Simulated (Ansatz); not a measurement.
The same path of Al₂H₄ (6 atoms, charge 0, multiplicity 1) was run 3 times with different band settings. The coordinate that changes most is the dihedral H4–Al1–Al2–H6.

The calculation used RKS BLYP/6-31G* (Ansatz 0.2.0).

Relaxed end points:

```xyz
6
Properties=species:S:1:pos:R:3
Al -0.673 -1.114 -0.124
Al 0.687 1.093 0.109
H -2.251 -1.118 -0.444
H 0.007 -2.564 0.039
H 1.405 1.797 -1.149
H 0.867 1.843 1.522
```

```xyz
6
Properties=species:S:1:pos:R:3
Al -0.672 -1.115 -0.127
Al 0.686 1.093 0.112
H -0.873 -1.851 -1.544
H -1.370 -1.833 1.134
H 0.001 2.543 -0.028
H 2.269 1.099 0.406
```

Common settings: movable images 7; climbing image yes; spring 5.0 eV/Å²; start path IDPP; iteration limit 60; end points relaxed.

| run | optimiser | force threshold | largest step |
| --- | --- | --- | --- |
| 1 | quadratic models (default) | 0.05 eV/Å | default |
| 2 | quadratic models (default) | 0.2 eV/Å | default |
| 3 | lbfgs | 0.05 eV/Å | 0.5 Å |

Q: What does each run give, and how far can it be trusted?

A: Run 1: converged after 3 iterations, highest image 0.090 eV above the first end. A vibrational analysis at the climbing image gives one clearly imaginary mode, 165i cm⁻¹: a first-order saddle point.
Run 2: converged after 3 iterations, highest image 0.090 eV above the first end. The threshold of 0.2 eV/Å is loose, so the images may lie well off the minimum-energy path. Another band between the same ends (7 images) ends at a top of the same energy, where a vibrational analysis finds 1 clearly imaginary mode.
Run 3: converged after 9 iterations, highest image 0.090 eV above the first end. Another band between the same ends (7 images) ends at a top of the same energy, where a vibrational analysis finds 1 clearly imaginary mode.
